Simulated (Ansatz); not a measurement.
## Relaxing K2H

Theory: DFT PBE, scalar-relativistic, plane waves, PAW (Ansatz). Cutoff 420 eV, Γ-centred k mesh, Gaussian smearing, no spin polarisation in the final step.

K2H was placed on the sites of a reported Cr2B cell (I4/mcm, No. 140), with H in place of B, K in place of Cr, at a guessed volume.

```xyz
6
Lattice="-3.6424 3.6424 3.0320 3.6424 -3.6424 3.0320 3.6424 3.6424 -3.0320" Properties=species:S:1:pos:R:3 pbc="T T T"
K     1.2166    4.8590    0.0000
K     2.4259    1.2166    0.0000
K     2.4259   -1.2166    3.0320
K     1.2166    2.4259    3.0320
H     0.0000    0.0000    1.5160
H     0.0000    0.0000    4.5479
```

Cell and atoms relax at zero pressure; the relaxation can't lower the symmetry of the start. After a coarse first stage the cell is made exact in the group found at 0.06 Å.

The zero of energy is the elements' standard structures at the same level (H₂ as a molecule); no fitted shifts are applied.

**Question.** Describe the relaxed structure.

**Answer.** It keeps I4/mcm (No. 140), but not the shape of the type it started on. Conventional cell: a = 7.521 Å, c = 7.286 Å. K is coordinated by 4 H at 3.24 Å and 6 K at 3.69–3.78 Å; H has 8 K at 3.24 Å and 2 H at 3.64 Å.

```
K H
1.0
    -3.76053    3.76053    3.64289
     3.76053   -3.76053    3.64289
     3.76053    3.76053   -3.64289
K H
4 2
Direct
  0.72179 0.22179 0.94357
  0.22179 0.27821 0.50000
  0.27821 0.77821 0.05643
  0.77821 0.72179 0.50000
  0.25000 0.25000 0.00000
  0.75000 0.75000 0.00000
```

**Question.** What are its volume, energy, density and gap?

**Answer.** The volume per atom is 34.34 Å³. The density is 1.28 g/cm³ and the energy over the elements is 0.10 eV/atom. The gap on the 8×8×8 mesh is 0 eV (a metal).

The final run used a 8×8×8 mesh on its 6-atom cell and 0.10 eV smearing. For metals, differences of a few meV/atom aren't resolved. A structure relaxed within its symmetry needn't be a true minimum. The steps took about 90 core-seconds in all.

Cost: 3 runs of about 1.5 core-minutes in all, on Arm Neoverse V2 (shared hosts).